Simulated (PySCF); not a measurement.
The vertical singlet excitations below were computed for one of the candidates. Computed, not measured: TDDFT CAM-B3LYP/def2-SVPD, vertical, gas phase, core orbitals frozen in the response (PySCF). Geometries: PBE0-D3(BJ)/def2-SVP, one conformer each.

```tsv
state	E (eV)	f
S1	5.57	0.0073
S2	6.14	0.027
S3	6.79	0.013
S4	7.42	0.013
S5	7.62	0.028
S6	7.80	0.071
S7	8.12	0.0054
S8	8.30	0.073
S9	8.42	0.0007
S10	8.43	0.030
```

**Question.** Which structure fits? All have the formula C5H10S.
A. `SC1CCCC1`
B. `CCCC(C)=S`
C. `CCC1CSC1`

**Answer.** A. Its S1, at 5.57 eV, is the highest among the candidates; the nearest of the others has S1 at 4.65 eV. S1 is HOMO→LUMO (42%), HOMO→LUMO+2 (38%). Löwdin shares by element: HOMO sulfur 74%, carbon 12% or more, hydrogen 6% or more; LUMO sulfur 29%, carbon 16% or more, hydrogen 10% or more (atoms not listed hold the other 45%). At the same level the other candidates give, for their lowest levels:
- `CCCC(C)=S`: 2.55 eV (f 0.000); 5.71 eV (f 0.287); 6.11 eV (f 0.082); 6.32 eV (f 0.004); 6.60 eV (f 0.006); HOMO -7.62, LUMO -0.82 eV
- `CCC1CSC1`: 4.65 eV (f 0.000); 5.94 eV (f 0.026); 6.28 eV (f 0.008); 6.57 eV (f 0.046); 7.12 eV (f 0.035); HOMO -7.62, LUMO 0.94 eV
